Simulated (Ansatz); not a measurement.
Input file:

```yaml
crystal:
  periodic: [false, false, false]
  atoms:
    - {symbol: B, position_ang: [-2.340372, 0.040114, 0.000000]}
    - {symbol: H, position_ang: [-2.937105, 1.073685, 0.000000]}
    - {symbol: H, position_ang: [-2.937105, -0.993457, 0.000000]}
    - {symbol: H, position_ang: [-0.429372, 0.040114, 0.000000]}
    - {symbol: Si, position_ang: [1.010628, 0.040114, 0.000000]}
    - {symbol: H, position_ang: [1.622809, -0.834170, 1.090012]}
    - {symbol: H, position_ang: [1.622809, -0.834170, -1.090012]}
basis:
  gaussian: {orbitals: cc-pVDZ, point_charges: [{charge: 1.00, position_ang: [4.358, 0.474, -0.649]}]}
magnetization: {spin_polarized: true, initial_magnetization: 0}
correlation: {method: bccd, electrons: outside_noble_gas}
accuracy: high
charge: 1
output: {forces: true}
```

```sh
$ ansatz run in.yaml --threads 1 --pin off --events-out ev --progress --plain --max-ram 2393MiB
```

(1) One thing in this input was set wrong on purpose, beside settings that are merely unusual. What is the gravest fault, and what does the program do?

## Answers

(1) Unknown input key. How the run ends: refused.
```
Error: YAML parse error: error: line 16 column 1: unknown field `charge`, expected one of crystal, accuracy, basis, kpoints, hamiltonian, magnetization, projection, total_charge, correlation, batch, efield, external_charges, scf, relax, neb, saddle, md, ramp, phonons, dielectric, real_time, elastic, magnetic_configurations, gw, evaluate, workflow, output, checkpoint, execution
  --> <input>:16:1
   |
14 | correlation: {method: bccd, electrons: outside_noble_gas}
15 | accuracy: high
16 | charge: 1
   | ^ unknown field `charge`, expected one of crystal, accuracy, basis, kpoints, hamiltonian, magnetization, projection, total_charge, correlation, batch, efield, external_charges, scf, relax, neb, saddle, md, ramp, phonons, dielectric, real_time, elastic, magnetic_configurations, gw, evaluate, workflow, output, checkpoint, execution
17 | output: {forces: true}
   |
```
